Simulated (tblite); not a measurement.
C₂H₃Si (charge -1).
Atom-mapped SMILES: `[CH:1]#[C:2][SiH2-:3]` (hydrogens: H4 on C1; H5, H6 on Si3)

All values are computed: GFN2-xTB (tblite) harmonic vibrations without scaling, gas phase. This tight-binding method is rough: wavenumbers can miss measured ones by several per cent, in bad cases by 10 to 20. Modes of hydrogen on silicon can be 10 to 20 % off.

Harmonic wavenumbers (cm⁻¹): 180.6, 211.2, 494.4, 596.1, 596.8, 658.2, 669.2, 897.6, 1746.1, 1792.4, 2128.3, 3210.1.

A = 118054, B = 5041, C = 4983 MHz; mass 55.000 u (most abundant isotopes); point group Cs, symmetry number 1.

Q: What is the zero-point energy?

A: Half the sum of the wavenumbers: 6591 cm⁻¹ = 78.84 kJ/mol.

Q: What is S at 400 K and 1 bar for an ideal gas of classical rigid rotors and harmonic oscillators?

A: Translation 164.94, rotation 96.59, vibration 41.49: S = 303.0 J/(mol K).

Q: And Cp and H(400 K) − H(0)?

A: Cp = 82.82 J/(mol K), of which vibrations give 49.56 (their classical limit is 12 R = 99.8); H(400 K) − H(0) = 23.11 kJ/mol without the zero-point energy, 9.81 from vibrations.

Q: Which modes carry the vibrational entropy at 400 K?

A: 180.6 cm⁻¹: 12.05; 211.2 cm⁻¹: 10.80; 494.4 cm⁻¹: 4.54; 596.1 cm⁻¹: 3.40; 596.8 cm⁻¹: 3.40; 658.2 cm⁻¹: 2.85 J/(mol K); the other 6 give 4.46 together.

Q: How do the functions run with temperature in this model?

A: 
```tsv
T (K)	S (J/(mol K))	Cp (J/(mol K))	H − H(0) (kJ/mol)	G − H(0) (kJ/mol)	ln q(vib)
150	238.4	50.5	5.97	-29.79	0.36
250	268.0	66.3	11.82	-55.16	0.96
298.15	280.2	72.6	15.17	-68.37	1.30
600	339.4	96.3	41.13	-162.49	3.49
900	381.0	108.9	72.06	-270.84	5.49
```

q(vib) and H(0) count from the zero-point level.

Hindered rotation and anharmonicity are outside this model.
